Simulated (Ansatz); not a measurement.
Species: HO$_{2}$, charge 0, multiplicity 2. It need not be the lowest isomer of its formula. 
Geometry from a B3LYP-D3(BJ)/def2-TZVP (Ansatz, a quantum-chemistry and plane-wave program) optimisation:
```
O
H 1 0.9780
O 1 1.3260 2 105.56
```
Charge 0, spin multiplicity 2.

Basis-set convergence of Hartree-Fock and MP2 correlation energies (hartree) with Ansatz. Valence correlation only, unless marked. Open shells are spin-unrestricted. Spin-orbit coupling is left out. Non-relativistic.

```tsv
basis	functions	E(HF)	E(corr, MP2)
aug-cc-pVDZ	55	-150.20239	-0.36610
aug-cc-pVTZ	115	-150.23950	-0.45291
aug-cc-pVQZ	206	-150.24951	-0.48418
```

Extrapolating the two largest sets (X = 3 and 4) as X^-3: E(corr) = (64·(-0.48418) - 27·(-0.45291))/37 = -0.5070 Eh, an estimate of the basis-set limit. The largest set recovers 95.5 % of it, the smallest 72.2 %.
